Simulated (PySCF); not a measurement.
**Computed spin Hamiltonian**

C₄H₇O (doublet state).
Geometry (GFN2-xTB, Å), atoms numbered from 1 in this order:
```
atom  x, y, z in Å
C1     2.215    0.126   -0.396
C2     1.458   -0.467    0.534
O3     0.123   -0.461    0.669
C4    -0.706    0.192   -0.166
C5    -2.157    0.075    0.096
H6     3.281    0.022   -0.359
H7     1.814    0.717   -1.198
H8     1.901   -1.054    1.328
H9    -0.322    0.716   -1.022
H10   -2.665   -0.487   -0.695
H11   -2.628    1.059    0.142
H12   -2.314   -0.439    1.041
```

The hyperfine couplings belong to this conformer and change with its torsions.

The species is `C=CO[CH]C` [radical].

The calculation used UKS B3LYP, pcH-1 on C H O, non-relativistic, mean-field spin-orbit, GIAO (PySCF). Isolated species at its GFN2-xTB geometry (one conformer only). Couplings are sensitive to structure, and on GFN2-xTB geometries they can be far from those on DFT ones. The SCF solution wasn't tested for stability.

| Quantity | Value |
| --- | --- |
| g1, g2, g3 | 2.00211, 2.00284, 2.00361 |
| g_iso | 2.00285 |
| Form of g | rhombic: the two nearest values differ by 49 % of g3 − g1 |
| ⟨S²⟩ | 0.7554 (exact 0.7500) |
| α and β electrons | 20, 19 |
| HOMO–LUMO gap, α and β orbitals | 5.25, 5.57 eV |

Isotropic coupling and dipolar principal values T1 to T3, in MHz:

```tsv
atom	isotope	a_iso	T1	T2	T3	Mulliken spin population
C1	13C	8.3	-9.6	-7.6	17.1	0.13
C2	13C	-5.6	-4.0	0.5	3.5	-0.04
O3	17O	-10.9	-39.1	18.3	20.8	0.05
C4	13C	88.6	-78.7	-76.4	155.1	0.91
C5	13C	-32.2	-2.0	0.5	1.6	-0.08
H6	1H	-7.7	-5.4	-0.7	6.0	-0.01
H7	1H	-8.1	-1.7	0.6	1.1	-0.01
H8	1H	-1.7	-2.7	-2.4	5.2	0.00
H9	1H	-63.3	-36.2	0.4	35.8	-0.04
H10	1H	112.7	-4.9	-3.4	8.3	0.04
H11	1H	84.9	-4.8	-4.0	8.8	0.03
H12	1H	4.1	-4.5	-3.7	8.2	0.00
```

Largest spin populations (Mulliken): C4 (+0.91), C1 (+0.13) and C5 (-0.08). No atom but C4 exceeds +0.15. The positive populations add up to 1.17 and the negative ones to -0.17, together 2S = 1. The angles at C4 add up to 359.9°, so it is planar; its axial dipolar tensor and the negative coupling of its proton fit spin in a p orbital normal to that plane.

Axes: g2 points within 7° of the C1–H7 bond and g3 points within 5° of the C4–C5 bond.

Under fast tumbling the dipolar parts average out, and these isotropic splittings remain: 3 × 1H (H10/H11/H12, I = 1/2, 4 lines) with 2.40 mT, 1 × 1H (H9, I = 1/2, 2 lines) with 2.26 mT, 1 × 1H (H7, I = 1/2, 2 lines) with 0.29 mT, 1 × 1H (H6, I = 1/2, 2 lines) with 0.28 mT and 1 × 1H (H8, I = 1/2, 2 lines) with 0.06 mT.

Class means assume fast exchange of nuclei equivalent by connectivity; if that motion is slow, each nucleus keeps its own coupling. The three 1H nuclei of mean +67.3 MHz run from 4.1 to 112.7 MHz in the frozen geometry.

The 13C coupling of C4 (88.6 MHz) shows only in satellite lines or after enrichment, since that isotope makes up about 1.07 % of natural carbon.

The 17O coupling of O3 (-10.9 MHz) shows only in satellite lines or after enrichment, since that isotope makes up about 0.038 % of natural oxygen.

Examples of negative spin density at the nucleus (bohr⁻³): C5 (-0.0286), H9 (-0.0142) and C2 (-0.0050).
